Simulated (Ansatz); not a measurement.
Input file:

```yaml
crystal:
  periodic: [false, false, false]
  atoms:
    - {symbol: Sn, position_ang: [0.000000, 0.000000, 0.125533]}
    - {symbol: H, position_ang: [0.000000, 0.000000, -1.906467]}
    - {symbol: H, position_ang: [0.000000, 0.000000, 1.780933]}
basis:
  gaussian: {orbitals: def2-SVP}
total_charge: 1
magnetization: {spin_polarized: false, initial_magnetization: 1}
correlation: {active_space: {ras: {orbitals: [7, 1, 24], electrons: 15, max_holes: 2, max_particles: 2}, fixed_orbitals: true}}
```

```sh
$ ansatz run in.yaml --threads 1 --pin off --events-out ev --progress --plain --max-ram 2393MiB
```

Q: Roughly how long does this take on 1 thread of Intel Xeon Platinum 8488C, shared host, and how much host memory?

A: 2.4 s wall and 0.21 GiB.

```
444 factors; integrals over basis functions are off by at most 6.6e-4 eV
mean field evaluation 1: about -5825.7243 eV, gradient 6.4e0 eV
mean field evaluation 2: about -5825.7420 eV, gradient 6.4e0 eV
mean field evaluation 4: about -5826.1841 eV, gradient 1.3e0 eV
mean field evaluation 8: about -5826.2967 eV, gradient 4.1e-1 eV
mean field evaluation 16: about -5823.9076 eV, gradient 1.5e1 eV
mean field evaluation 32: about -5826.3888 eV, gradient 1.5e-6 eV
mean field evaluation 64: about -5826.2978 eV, gradient 2.7e0 eV
mean field evaluation 96: about -5826.3925 eV, gradient 2.1e-6 eV
mean field -5826.39245840 eV, -214.1159735757 hartree, gradient 2.1e-6 eV, S^2 0.750000; 8 other end points of the search recorded, 0 dependent functions left out
reference -5826.39245840 eV, -214.1159735757 hartree; 12, 11 occupied and 24, 25 virtual orbitals, 444 factors
state -5829.31044229 eV, -214.2232075056 hartree
Total energy: -5829.31044229 eV, -214.2232075056 hartree
```

Natural occupations: 1.9981 1.9980 1.9980 1.9979 1.9976 1.9556 1.9069 0.9897 0.0892 0.0181 0.0133 0.0078 0.0055 0.0054 0.0042 0.0035 0.0032 0.0030 0.0012 0.0009 0.0007 0.0006 0.0004 0.0003.
